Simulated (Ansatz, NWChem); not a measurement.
**NWChem → Ansatz**

This NWChem 7.3.0 job computes C2H4Si (ethynylsilane):

job.nw:
```
start job
memory total 2200 mb
geometry units angstrom noautosym nocenter noautoz
 C    -0.580700   -1.871400    0.172200
 C    -0.218500   -0.726500    0.062400
 Si    0.329800    1.004300   -0.103800
 H    -0.901000   -2.883500    0.269300
 H    -0.094500    1.528300   -1.425000
 H    -0.281700    1.818100    0.974900
 H     1.807900    1.062900    0.004400
end
basis spherical bse
 * library 6-311+G**
end
dft
 xc revpbe cpbe96
 mult 1
 grid fine
 convergence energy 1e-08
 maxiter 100
 mulliken
end
task dft gradient
```

```bash
$ nwchem job.nw > job.out
```

Geometry: relaxed at PBE0-D4/def2-TZVP.

It gives a total energy of -367.980400 Eh.

Question: Translate the job to Ansatz 0.2.0 as an input file of the program's own, asking for the energy.

Answer: One way, which was run:

molecule.yaml:
```yaml
crystal:
  periodic: [false, false, false]
  atoms:
    - {symbol: C, position_ang: [-0.580700, -1.871400, 0.172200]}
    - {symbol: C, position_ang: [-0.218500, -0.726500, 0.062400]}
    - {symbol: Si, position_ang: [0.329800, 1.004300, -0.103800]}
    - {symbol: H, position_ang: [-0.901000, -2.883500, 0.269300]}
    - {symbol: H, position_ang: [-0.094500, 1.528300, -1.425000]}
    - {symbol: H, position_ang: [-0.281700, 1.818100, 0.974900]}
    - {symbol: H, position_ang: [1.807900, 1.062900, 0.004400]}
basis:
  gaussian:
    orbitals: 6-311+G_st__st_-spherical.json
hamiltonian:
  xc: {name: revPBE}
accuracy: high
output: {orbitals: {seedname: orbitals}}
```

```bash
$ ansatz run molecule.yaml --threads 1 --pin off --max-ram 3480MiB --events-out events.jsonl --progress --plain --runs-dir runs
```

(Basis files named in the input come from the Basis Set Exchange and aren't shown.)

Its energy is -367.980401 Eh, the same as the first but for the last digit, at most.
